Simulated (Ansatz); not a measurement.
Molecule: C₂H₆N, net charge 0, doublet state. It need not be the lowest isomer of its formula. 
Coordinates optimised at B3LYP-D3(BJ)/def2-TZVP (Ansatz, a quantum-chemistry and plane-wave program):
```
C
H 1 1.0829
N 1 1.3979 2 114.75
H 3 1.0094 1 115.11 2 -39.55
H 3 1.0112 4 111.01 1 132.42
C 1 1.4864 2 119.59 3 148.01
H 6 1.0903 1 110.78 2 37.82
H 6 1.0964 7 107.50 1 -121.96
H 6 1.1019 7 107.53 8 -114.43
```
Charge 0, spin multiplicity 2.

Property: atomisation energy (electronic, to ground-state atoms), in kcal/mol. Cores are frozen in the correlated levels unless marked. UHF or UKS for open shells. Spin-orbit coupling is left out. No relativistic terms. The coupled-cluster limit lacks core correlation, which all-electron functionals hold. CBS(X,Y): correlation extrapolated as X^-3; Hartree-Fock from the larger set. [CCSD(T)-MP2]/basis is that difference in the basis named.

```csv
level,program,atomisation energy (kcal/mol)
SVWN5/def2-TZVPD,Ansatz,893.2
PBE0-D3(BJ)/def2-TZVP,Ansatz + dftd3,785.4
wB97X-V/def2-TZVPD,Ansatz,781.9
MP2/aug-cc-pVDZ,Ansatz,730.8
SCS-MP2/cc-pVDZ,Ansatz,717.5
```

Task: Predict the RI-MP2/CBS(cc-pVTZ,cc-pVQZ)+[CCSD(T)-MP2]/cc-pVTZ result (Ansatz).

Result: 778.2 kcal/mol, so SCS-MP2/cc-pVDZ differs from it by -60.7 kcal/mol.
